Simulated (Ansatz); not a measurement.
## diamond against fcc along the alkaline-earth metals

Computed with DFT, LDA (PW92), plane waves (420 eV) with PAW, scalar-relativistic in Ansatz. The PAW files were generated under PBE, with cores re-solved for the functional.

Each structure is relaxed within its symmetry, in the lowest magnetic state of the tried starts. Differences under about 8 meV lie within the error of the k-point mesh.

| element | E(diamond) − E(fcc) (meV/atom) | V(diamond) (Å³/atom) | V(fcc) (Å³/atom) | state of diamond | state of fcc |
| --- | --- | --- | --- | --- | --- |
| Be | 1669 | 14.05 | 7.50 | spin not included | spin not included |
| Mg | ? | ? | ? | ? | ? |
| Ca | 1135 | 69.93 | 38.13 | spin not included | spin not included |
| Sr | 1063 | 97.63 | 48.92 | spin not included | spin not included |

(1) Fill in the row of Mg.

Answers

(1) E(diamond) − E(fcc) (meV/atom): 795; V(diamond) (Å³/atom): 37.48; V(fcc) (Å³/atom): 21.78; state of diamond: spin not included; state of fcc: spin not included.
